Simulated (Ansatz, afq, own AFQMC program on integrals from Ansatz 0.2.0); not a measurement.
AFQMC on a folder of integrals that Ansatz 0.2.0 wrote.

```yaml
crystal:
  periodic: [false, false, false]
  atoms:
    - {symbol: Al, position_ang: [-0.089998, 0.000000, 0.000000]}
    - {symbol: H, position_ang: [-0.882922, 1.373384, 0.000000]}
    - {symbol: H, position_ang: [-0.882922, -1.373384, 0.000000]}
    - {symbol: H, position_ang: [1.627002, 0.000000, 0.000000]}
    - {symbol: H, position_ang: [2.548002, 0.000000, 0.000000]}
basis:
  gaussian: {orbitals: cc-pVTZ}
magnetization: {spin_polarized: true, initial_magnetization: 1}
correlation: {method: ccsd_t, electrons: outside_noble_gas, hamiltonian_folder: ham}
```

```sh
$ ansatz run in.yaml --threads 1 --pin off --events-out ev --progress --plain --max-ram 24576MiB --backend cuda --devices 0, --max-vram 18GiB
```

Options of the walk:

```
--method phaseless --trial cisd --walkers 1900 --populations 20 --least-time 60 --time-step 0.005 --steps-per-block 50 --equilibration-blocks 28 --max-blocks 4000 --target-error 0.00016 --factor-cut 1e-05 --start spin_pure --seed 1720 --release-times 0.24,0.51,0.99,1.62,2.4 --release-step 0.03 --release-every 3 --taylor-order 6
```

Times are imaginary, in 1/Eh. The walk had a cap of 243 s. With eight or more populations the least sampling time is a fifth of least-time, and the error comes from their spread.

afq prints:

```
orbitals 85  electrons 4 3  factors 510 of 515
reference energy -244.12423944 Eh
CCSD correlation -0.13482182 Eh in 10 cycles, weight of the determinant in the CISD state 0.9178
energy of the start -244.258667 Eh
 block  time / (1/Eh)  mean weight  energy / Eh
     1     0.250  0.9997  -244.257915
     2     0.500  1.0000  -244.258407
     3     0.750  1.0000  -244.259001
     4     1.000  0.9999  -244.259682
     5     1.250  0.9999  -244.260038
    10     2.500  1.0004  -244.261450
    15     3.750  0.9999  -244.262083
    20     5.000  0.9996  -244.262019
    25     6.250  1.0000  -244.261861
    29     7.250  0.9999  -244.261678
    30     7.500  0.9997  -244.261736
    35     8.750  1.0001  -244.262272
    40    10.000  0.9999  -244.262128
    45    11.250  1.0002  -244.262085
    50    12.500  1.0001  -244.262151
    55    13.750  0.9999  -244.262720
    60    15.000  1.0000  -244.262993
    65    16.250  0.9996  -244.262256
    70    17.500  1.0006  -244.262448
    75    18.750  1.0003  -244.262132
    78    19.500  1.0000  -244.262386
error from the spread of 20 populations
released: time / (1/Eh)  energy / Eh  error  mean overlap
  0.24  -244.262330  0.000054  0.9952
  0.51  -244.262329  0.000059  0.9921
  0.99  -244.262296  0.000059  0.9879
  1.62  -244.262200  0.000041  0.9891
  2.40  -244.262256  0.000064  0.9865
energy -244.262275 +/- 0.000062 Eh
(rows thinned)
```

The run passed its tests (sampling time, drift between the halves within three errors, error under three times the target), which doesn't prove that it has relaxed. The second half of the sampling lies below the first by 1.7 errors of their difference, so the energy may still be moving and its error bar be too small.

Against this walk (error 1.7 meV) on the same determinant: CCSD(T) 21.2 meV higher, CCSDT(Q) 0.4 meV higher (within the noise). The error is statistical and leaves out the bias of the constraint. Released to 2.40 1/Eh the energy moves by 0.5 ± 2.4 meV (both errors), within twice the noise.

Cautions: constraint bias not in the error.

The walk took 50 s on 1 × NVIDIA H100 80GB HBM3 with 2 threads of AMD EPYC 7R13 Processor (Zen 3) (shared host) (the card was shared). The log's last line is the phaseless energy.

CCSDT and higher add their correlation energy to the determinant of the CCSD(T) run, since their own runs factorise the integrals more tightly (a shift of under 2 meV). A walk keeps the symmetry of its determinant, which the program's search chose and which needn't be the lowest solution, so a lower state of the same spin and another symmetry isn't excluded.
